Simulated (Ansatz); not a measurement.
**Li3Os: from a trial structure to a relaxed crystal**

Theory: Ansatz 0.2.0, DFT PBE, scalar-relativistic, plane waves, PAW. Cutoff 420 eV, Γ-centred k mesh, Gaussian smearing, no spin polarisation in the final step.

The start puts Li3Os on the Ni3Sn (D0_19) structure type (P6_3/mmc, No. 194), with Os in place of Sn, Li in place of Ni, at a guessed volume.

```
CELL_PARAMETERS angstrom
5.25303 0.00000 0.00000
-2.62652 4.54926 0.00000
0.00000 0.00000 4.21637
ATOMIC_POSITIONS crystal
Li 0.83300 0.66600 0.25000
Li 0.16700 0.83300 0.75000
Li 0.33400 0.16700 0.25000
Li 0.16700 0.33400 0.75000
Li 0.83300 0.16700 0.25000
Li 0.66600 0.83300 0.75000
Os 0.33333 0.66667 0.25000
Os 0.66667 0.33333 0.75000
```

Steps on the 12×12×10 mesh (8 atoms). 4 of 4 steps are shown, and the free energy counts from the last. Trial steps that were taken back and renewals of the plane-wave basis can be among the rows.

| step | ΔF (meV/atom) | V (Å³/atom) | P (GPa) | largest force component (eV/Å) |
| --- | --- | --- | --- | --- |
| 1 | 25.3 | 12.60 | 2.91 | 0.299 |
| 2 | 1.7 | 13.20 | 0.71 | 0.089 |
| 3 | 0.1 | 13.31 | 0.02 | 0.000 |
| 4 | 0.0 | 13.31 | 0.03 | 0.000 |

A final relaxation ran on a 12×12×10 mesh. The relaxed crystal, P6_3/mmc (No. 194):

```cif
data_structure
_symmetry_space_group_name_H-M 'P6_3/mmc'
_symmetry_Int_Tables_number 194
_cell_length_a 5.2334
_cell_length_b 5.2334
_cell_length_c 4.4894
_cell_angle_alpha 90.000
_cell_angle_beta 90.000
_cell_angle_gamma 120.000
_cell_volume 106.48
loop_
_atom_site_label
_atom_site_type_symbol
_atom_site_symmetry_multiplicity
_atom_site_Wyckoff_symbol
_atom_site_fract_x
_atom_site_fract_y
_atom_site_fract_z
_atom_site_occupancy
Li1 Li 6 h 0.82649 0.65298 0.25000 1
Os1 Os 2 c 0.33333 0.66667 0.25000 1
```

```
Volume per atom          : 13.31 Å³
Density                  : 6.58 g/cm³
Energy over the elements : 0.59 eV/atom
Gap on the 12×12×10 mesh : 0 eV (a metal)
```

Formation energies are uncorrected and refer to the elements' standard structures at the same level.

The final run used a 12×12×10 mesh on its 8-atom cell and 0.10 eV smearing. For metals, differences of a few meV/atom aren't resolved. Spin–orbit coupling is left out.

A structure relaxed within its symmetry needn't be a true minimum.

Cost: 2 runs of about 1.4 core-minutes in all, on Arm Neoverse V2 (shared hosts).